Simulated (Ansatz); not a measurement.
Results of LDA (plane waves, PAW; Ansatz, a first-principles code) for bcc K.

Numerical settings: plane-wave cutoff 520 eV, 12×12×12 k mesh, Fermi–Dirac smearing 0.1 eV, perturbation theory, scalar-relativistic PAW data made under PBE.

The cell has the measured lattice parameters. Conventional cell: a = 5.3269 Å, b = 5.3269 Å, c = 5.3269 Å, α = 90.00°, β = 90.00°, γ = 90.00°.

Harmonic phonon frequencies (cm⁻¹; i marks an imaginary mode):

```json
[
 {"q point": "H", "frequencies": "64 64 64"},
 {"q point": "N", "frequencies": "?"},
 {"q point": "P", "frequencies": "48 48 48"}
]
```

Fill in the missing entries.


- N, frequencies: 12 46 63

No imaginary mode appears at these points.

Note: the cell isn't this level's own, so it is under some stress, which shifts stiffness and frequencies.
